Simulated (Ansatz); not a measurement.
# H12NdO6 ([Nd(H2O)6]3+): the cost of one run

Computed with Ansatz 0.2.0, Gaussian basis. Level: as each input shows.

Levels to be run: PBE-D4/def2-TZVP, r2SCAN-D4/def2-TZVP, revPBE-D4/def2-TZVP, r2SCANh-D4/def2-TZVP, PBE-D4/def2-SVP, PBE0-D4/def2-SVP, MP2/def2-SVP, RPA/def2-SVP.

2 further runs of the same task are left out: 2 set aside as unsound or not needed.

## 1. The relaxed structure

The quartet was relaxed beforehand with r2SCAN-D4/def2-SVP.

19 atoms, charge 3, spin multiplicity 4.

Atoms are counted from 1 here; the program's logs count them from 0.

Bond lengths: Nd1–O2 2.416 Å, Nd1–O5 2.416 Å, Nd1–O8 2.416 Å, Nd1–O11 2.416 Å, Nd1–O14 2.416 Å, Nd1–O17 2.416 Å, O2–H3 0.979 Å, O2–H4 0.979 Å, O5–H6 0.979 Å, O5–H7 0.979 Å, O8–H9 0.979 Å, O8–H10 0.979 Å, O11–H12 0.979 Å, O11–H13 0.979 Å, O14–H15 0.979 Å, O14–H16 0.979 Å, O17–H18 0.979 Å, O17–H19 0.979 Å. Angles: O2–Nd1–O5 179.9°, O2–Nd1–O8 89.9°, O2–Nd1–O11 90.1°, O2–Nd1–O14 90.0°, O2–Nd1–O17 89.8°, O5–Nd1–O8 90.1°, O5–Nd1–O11 89.8°, O5–Nd1–O14 90.0°, O5–Nd1–O17 90.3°, O8–Nd1–O11 179.9°, O8–Nd1–O14 89.9°, O8–Nd1–O17 90.2°, O11–Nd1–O14 90.1°, O11–Nd1–O17 89.8°, O14–Nd1–O17 179.7°, Nd1–O2–H3 128.2°, Nd1–O2–H4 128.1°, H3–O2–H4 103.7° and more.

Nd takes a core potential in the def2 sets. No spin-orbit coupling is included. The ion is computed in the gas phase, without counter-ions or solvent.

PBE0-D4/def2-TZVP was run before; its log isn't repeated, and its numbers join the tables.

## 2. PBE-D4/def2-TZVP

start.molden holds the orbitals of an earlier run on this state, given as this run's starting guess.

in.yaml reads:

```yaml
crystal:
  periodic: [false, false, false]
  atoms:
    - {symbol: Nd, position_ang: [0.001584, -0.000408, -0.001691]}
    - {symbol: O, position_ang: [0.176359, 0.194356, 2.400175]}
    - {symbol: H, position_ang: [0.156621, 1.007734, 2.944427]}
    - {symbol: H, position_ang: [0.283815, -0.522265, 3.058264]}
    - {symbol: O, position_ang: [-0.176101, -0.193669, -2.403784]}
    - {symbol: H, position_ang: [-0.276226, 0.523808, -3.062073]}
    - {symbol: H, position_ang: [-0.165099, -1.007275, -2.947897]}
    - {symbol: O, position_ang: [2.403893, 0.177638, -0.188619]}
    - {symbol: H, position_ang: [3.059829, 0.288528, 0.529451]}
    - {symbol: H, position_ang: [2.950520, 0.155450, -1.000298]}
    - {symbol: O, position_ang: [-2.401157, -0.178130, 0.183035]}
    - {symbol: H, position_ang: [-2.948524, -0.163139, 0.994391]}
    - {symbol: H, position_ang: [-3.056501, -0.281798, -0.536603]}
    - {symbol: O, position_ang: [-0.186954, 2.401813, -0.180966]}
    - {symbol: H, position_ang: [-0.999660, 2.947237, -0.169897]}
    - {symbol: H, position_ang: [0.531707, 3.058929, -0.280474]}
    - {symbol: O, position_ang: [0.185058, -2.402161, 0.189096]}
    - {symbol: H, position_ang: [-0.535073, -3.056276, 0.297107]}
    - {symbol: H, position_ang: [0.995917, -2.950363, 0.176336]}
basis:
  gaussian: {orbitals: def2-TZVP, initial_orbitals: start.molden}
total_charge: 3
magnetization: {spin_polarized: true, initial_magnetization: 3}
hamiltonian: {xc: pbe, dispersion: d4}
scf: {omitted_lower_state_checks: [starts]}
output: {orbitals: {seedname: orbitals}}
```

Launch:

```console
$ ansatz run in.yaml --threads 4 --pin off --events-out ev --progress --plain --max-ram 9574MiB
```

**Question.** How long does this run take on 4 threads of Intel Xeon at 2.50GHz, shared host, and how much memory does it need?

About 62 s, with a peak of 1.8 GiB.
